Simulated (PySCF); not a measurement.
CH2, SMILES [CH2], triplet, PBE0/def2-SVP optimised geometry.

```
3

C     -0.16    -0.39     0.00
H      0.92    -0.39     0.00
H     -0.92     0.39     0.00
```

Density from unrestricted PBE0/def2-TZVP in PySCF at that geometry.

Minimum of the electron density along straight lines between bonded atoms, close to the bond critical point (lines longer than 1.1 times the sum of covalent radii, or with two minima, are not listed):

| bond | length / Å | ρ at the minimum / e bohr⁻³ | ∇²ρ there / e bohr⁻⁵ | position (fraction from the first atom) |
|---|---|---|---|---|
| C1–H2 | 1.090 | 0.276 | -0.96 | 0.66 |
| C1–H3 | 1.090 | 0.276 | -0.96 | 0.66 |
